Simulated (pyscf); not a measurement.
Thermochemistry of product channels of `[CH3][GaH2]` + `[OH2]` on the singlet surface, in kJ/mol, from ωB97M-D3(BJ)/def2-TZVP energies (ideal gas, 1 atm, RRHO with modes under 100 cm⁻¹ raised to 100, one conformer, R ln 2 for chiral ones without a mode under 150 cm⁻¹). Single points on ωB97X-D3(BJ)/def2-SVP structures (PySCF, gas phase).

```csv
products,ΔE,ΔH(298 K),ΔG(298 K),ΔG(900 K)
`[CH3][GaH][OH]` + `[H][H]`,-55.1,-63.7,-54.3,-40.4
`[CH4]` + `[OH][GaH2]`,-89.9,-87.7,-81.5,-66.6
```

These are energies of the channels, which say nothing of barriers. Elements up to Kr have no core potential and no relativistic terms here.
